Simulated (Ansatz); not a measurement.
Barrier height from H + HO to the transition structure H2O, without zero-point energy, on the benchmark's geometries as Psi4's copy of the set gives them.
Transition structure (charge 0, multiplicity 3, Z-matrix in Å and degrees):
```
O
H 1 1.1893
H 2 0.9116 1 180.00
```

Open shells are unrestricted; no spin–orbit coupling.

Correlated levels freeze the cores. CBS: X⁻³ extrapolation of the correlation energy, Hartree–Fock from the larger set.

Programs: Ansatz (Gaussian orbitals). Each number belongs to the level named beside it.

The comparison value is 10.69 kcal/mol (CCSD(T)/CBS(aug-cc-pVTZ, aug-cc-pVQZ)). It is a level with limits of its own, not the exact answer.

Order these levels by how close they come to the comparison value for the barrier height, closest first: CCSD(T)/aug-cc-pVTZ, CCSD(T)/cc-pVDZ, r2SCAN/def2-TZVPPD, B3LYP/def2-TZVPPD, BHLYP/def2-TZVPPD. Give each level's value less the comparison value.

CCSD(T)/aug-cc-pVTZ (-0.77 kcal/mol), CCSD(T)/cc-pVDZ (-1.35 kcal/mol), BHLYP/def2-TZVPPD (-3.22 kcal/mol), B3LYP/def2-TZVPPD (-6.66 kcal/mol), r2SCAN/def2-TZVPPD (-7.57 kcal/mol)

Ansatz is a quantum-chemistry and plane-wave program.
